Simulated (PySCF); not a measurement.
## Bonding in `C/C(C#N)=C\F`

C4H4FN.
Numbering: `[CH3:1]/[C:2]([C:3]#[N:4])=[CH:5]\[F:6]` (hydrogens: H7, H8, H9 on C1; H10 on C5)

Cartesian coordinates in Å at the PBE0-D3(BJ)/def2-SVP level; atoms count from 1:
```xyz
10
C4H4FN angstrom
C     -1.250    0.312   -0.730
C      0.231    0.158   -0.553
C      1.052    1.328   -0.576
N      1.687    2.299   -0.600
C      0.844   -1.022   -0.372
F      0.170   -2.156   -0.336
H     -1.742   -0.667   -0.699
H     -1.477    0.794   -1.693
H     -1.672    0.947    0.064
H      1.922   -1.147   -0.242
```

Bond orders from the PBE0/pcSseg-1 density (PySCF). Isolated species at its PBE0-D3(BJ)/def2-SVP geometry, gas phase.

(1) How far do the computed orders between heavy atoms stray from the drawn ones?

(2) Give the Mayer order of every bond, beside its length.

Answers

(1) The largest departure is 0.233, at C2–C5 (drawn double, 1.767).

(2) 
| bond | drawn as | length (Å) | Mayer order |
| --- | --- | --- | --- |
| C1–C2 | single | 1.500 | 1.041 |
| C2–C3 | single | 1.430 | 1.014 |
| C3–N4 | triple | 1.160 | 3.012 |
| C2–C5 | double | 1.342 | 1.767 |
| C5–F6 | single | 1.320 | 0.980 |
| C1–H7 | single | 1.097 | 0.948 |
| C1–H8 | single | 1.101 | 0.948 |
| C1–H9 | single | 1.101 | 0.948 |
| C5–H10 | single | 1.093 | 0.965 |

Bonds between the same two heavy elements. C–C: lowest C2–C3 (1.014, 1.430 Å), highest C2–C5 (1.767, 1.342 Å); in 1 of the 3 pairs the longer bond (by over 0.003 Å) has the higher order (by 0.02 or more).

**Question.** Sum the orders of all bonds at each heavy atom with more than one neighbour and set the sums beside the valence in the SMILES.

**Answer.** C1 3.885 (drawn 4), C2 3.822 (drawn 4), C3 4.026 (drawn 4), C5 3.712 (drawn 4). Orders between atoms that aren't bonded are not in these sums.

Mayer orders depend on the basis set.
